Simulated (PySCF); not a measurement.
SMILES O=S=O (O2S), PBE0/def2-SVP optimised geometry.

```
3

O      1.08    -0.64     0.00
S     -0.38    -0.64     0.00
O     -1.08     0.64     0.00
```

Density from PySCF with PBE0/def2-TZVP at that geometry.

Minimum of the electron density along straight lines between bonded atoms, close to the bond critical point (lines longer than 1.1 times the sum of covalent radii, or with two minima, are not listed):

```tsv
bond	length / Å	ρ at the minimum / e bohr⁻³	∇²ρ there / e bohr⁻⁵	position (fraction from the first atom)
O1–S2	1.454	0.294	1.01	0.60
S2–O3	1.454	0.294	1.01	0.40
```
